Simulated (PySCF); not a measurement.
Multinuclear NMR of Z-3-Amino-2-propenenitrile

Atom-mapped SMILES (the numbers label the heavy atoms): `[N:1]#[C:2]/[CH:3]=[CH:4]\[NH2:5]`; H(Xn) means a hydrogen on atom n.

- structure optimised with PBE0-D3(BJ)/def2-SVP
- J couplings at B3LYP/pcJ-1
- GIAO PBE0/pcSseg-1 shieldings
- code: PySCF 2.14.0 with density-fitted response routines
- non-relativistic, no solvent, rapidly exchanging positions averaged, one conformer

Predict the 15N NMR data.

Answers


```csv
atoms,environment,σ (ppm),δ (ppm)
N1,nitrile nitrogen,-62.0,-93.7
N5,enamine nitrogen,172.2,-308.1
```

Shieldings were converted by a linear fit to measured shifts: 15N (scatter 7.2 ppm rms vs CH3NO2, solution or neat liquid). Occasional misses reach two or three times the rms, and more in compound classes unlike the fitted ones. Couplings are scaled by factors fitted to measured values: 3J(H,H) × 0.91 (rms 0.4 Hz, 0.5 with 2 outliers); all others are unscaled and can be 10–30 % off.

Couplings (the largest are listed; each averaged over equivalent pairs): 1J(N1,C2) = -19.5 Hz, 1J(C4,N5) = -19.3 Hz, 2J(N1,C3) = 4.0 Hz, 2J(N5,H(C4)) = -3.8 Hz, 2J(C3,N5) = -1.5 Hz, 3J(N5,H(C3)) = -5.3 Hz, 3J(C2,N5) = -1.6 Hz, 3J(N1,H(C3)) = -1.5 Hz. Signs are for 15N, whose magnetogyric ratio is negative.

On a 600 MHz spectrometer 15N resonates near 60.8 MHz, so 1 ppm is 60.8 Hz.
